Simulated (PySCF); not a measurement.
ClH4: tetrahedral to square-planar path

Method: UPBE0 in PySCF with Cl def2-TZVP, H def2-TZVP; no relativity; density-fitted integrals.

Rigid scan from the doublet minimum (Cl–H 1.477 Å (×4); H–Cl–H 90.0° (×4), H–Cl–H 180.0° (×2)). Coordinate: D2d path, angle between each bond and the S4 axis (54.74 tetrahedral, 90 square planar), bonds fixed. Energies in kJ/mol from the minimum.

```json
{"angle of the bonds to the S4 axis (°)": "45.0", "E (kJ/mol)": "409.9", "dipole size (D)": "0.54", "⟨S²⟩": "1.63"}
{"angle of the bonds to the S4 axis (°)": "50.0", "E (kJ/mol)": "596.1", "dipole size (D)": "0.00", "⟨S²⟩": "0.75"}
{"angle of the bonds to the S4 axis (°)": "54.7", "E (kJ/mol)": "632.8", "dipole size (D)": "0.00", "⟨S²⟩": "0.76"}
{"angle of the bonds to the S4 axis (°)": "60.0", "E (kJ/mol)": "480.4", "dipole size (D)": "0.00", "⟨S²⟩": "0.76"}
{"angle of the bonds to the S4 axis (°)": "66.0", "E (kJ/mol)": "318.6", "dipole size (D)": "0.00", "⟨S²⟩": "0.76"}
{"angle of the bonds to the S4 axis (°)": "72.0", "E (kJ/mol)": "183.2", "dipole size (D)": "0.00", "⟨S²⟩": "0.76"}
{"angle of the bonds to the S4 axis (°)": "78.0", "E (kJ/mol)": "82.5", "dipole size (D)": "0.00", "⟨S²⟩": "0.76"}
{"angle of the bonds to the S4 axis (°)": "84.0", "E (kJ/mol)": "20.8", "dipole size (D)": "0.00", "⟨S²⟩": "0.76"}
{"angle of the bonds to the S4 axis (°)": "90.0", "E (kJ/mol)": "0.0", "dipole size (D)": "0.00", "⟨S²⟩": "0.76"}
```

Spin contamination is strong at 45.0, so these points are less reliable.
